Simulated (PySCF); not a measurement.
## Running PySCF for AlC

Input:

```python
from pyscf import gto, scf
from pyscf.hessian import thermo

mol = gto.M(
    atom='Al 0 0 0; C 0 0 1.905',
    basis='jorge-dzp-dkh',
    charge=0,
    spin=3,
    verbose=4,
)
mf = scf.UHF(mol)
mf = mf.sfx2c1e()
mf.kernel()
hess = mf.Hessian().kernel()
print('wavenumber (cm^-1) =', thermo.harmonic_analysis(mol, hess)['freq_wavenumber'].round(1))
mf.dip_moment()
print('orbital energies (hartree):', [e[max(0, n-3):n+3].round(4) for e, n in zip(mf.mo_energy, mol.nelec)])
```

```bash
$ OMP_NUM_THREADS=1 python input.py
```

The log (some set-up lines and the per-cycle HOMO/LUMO lines with their warnings removed):

```
PySCF version 2.14.0

[INPUT] verbose = 4
[INPUT] num. atoms = 2
[INPUT] num. electrons = 19
[INPUT] charge = 0
[INPUT] spin (= nelec alpha-beta = 2S) = 3
[INPUT] symmetry False subgroup None
[INPUT] Mole.unit = angstrom
[INPUT] Symbol           X                Y                Z      unit          X                Y                Z       unit  Magmom
[INPUT]  1 Al     0.000000000000   0.000000000000   0.000000000000 AA    0.000000000000   0.000000000000   0.000000000000 Bohr   0.0
[INPUT]  2 C      0.000000000000   0.000000000000   1.905000000000 AA    0.000000000000   0.000000000000   3.599928267296 Bohr   0.0

nuclear repulsion = 21.667098399874
number of shells = 19
number of NR pGTOs = 73
number of NR cGTOs = 39
basis = jorge-dzp-dkh
ecp = {}

******** <class 'pyscf.x2c.sfx2c1e.sfX2C1eUHF'> ********
method = sfX2C1eUHF
initial guess = minao
damping factor = 0
level_shift factor = 0
DIIS = <class 'pyscf.scf.diis.CDIIS'>
diis_start_cycle = 1
diis_space = 8
diis_damp = 0
SCF conv_tol = 1e-09
SCF conv_tol_grad = None
SCF max_cycles = 50
direct_scf = True
direct_scf_tol = 1e-13
number electrons alpha = 11  beta = 8

******** <class 'pyscf.x2c.sfx2c1e.SpinFreeX2CHelper'> ********
approx = 1e
xuncontract = 1
Set gradient conv threshold to 3.16228e-05
init E= -279.826786028546

cycle= 1 E= -280.044275646986  delta_E= -0.217  |g|= 0.149  |ddm|= 1.13
cycle= 2 E= -280.075912872648  delta_E= -0.0316  |g|= 0.0765  |ddm|= 0.347
cycle= 3 E= -280.085574516674  delta_E= -0.00966  |g|= 0.0443  |ddm|= 0.147
cycle= 4 E= -280.09317987673  delta_E= -0.00761  |g|= 0.0293  |ddm|= 0.138
cycle= 5 E= -280.097904724418  delta_E= -0.00472  |g|= 0.0187  |ddm|= 0.128
cycle= 6 E= -280.099662607473  delta_E= -0.00176  |g|= 0.0111  |ddm|= 0.0817
cycle= 7 E= -280.100394381295  delta_E= -0.000732  |g|= 0.00304  |ddm|= 0.0775
cycle= 8 E= -280.100426020114  delta_E= -3.16e-05  |g|= 0.000915  |ddm|= 0.0137
cycle= 9 E= -280.100428732778  delta_E= -2.71e-06  |g|= 0.000275  |ddm|= 0.00483
cycle= 10 E= -280.100428951587  delta_E= -2.19e-07  |g|= 9.87e-05  |ddm|= 0.00127
cycle= 11 E= -280.100428992863  delta_E= -4.13e-08  |g|= 4.06e-05  |ddm|= 0.000516
cycle= 12 E= -280.100429001001  delta_E= -8.14e-09  |g|= 9.47e-06  |ddm|= 0.000278
cycle= 13 E= -280.100429001316  delta_E= -3.15e-10  |g|= 3.06e-06  |ddm|= 5.73e-05
Extra cycle  E= -280.100429001334  delta_E= -1.82e-11  |g|= 1.69e-06  |ddm|= 9.33e-06
converged SCF energy = -280.100429001334  <S^2> = 3.7567774  2S+1 = 4.0033872
wavenumber (cm^-1) = [760.9]
Dipole moment(X, Y, Z, Debye): -0.00000,  0.00000, -0.62000
orbital energies (hartree): [array([-0.4098, -0.4098, -0.3104,  0.0498,  0.0498,  0.1286]), array([-3.2151, -0.6096, -0.32  ,  0.0207,  0.0207,  0.0865])]
```

In short: E(SCF) = -280.100429 Eh, 13 cycles, ⟨S²⟩ = 3.757, μz(SCF) = -0.62 D, wavenumbers 761 cm⁻¹.

Run time: 5.6 s on 1 thread of Arm Neoverse N1 (shared host).

The bond length is a typed value, not an optimised one, so the wavenumber is not that of the minimum. No search for the lowest solution was made.
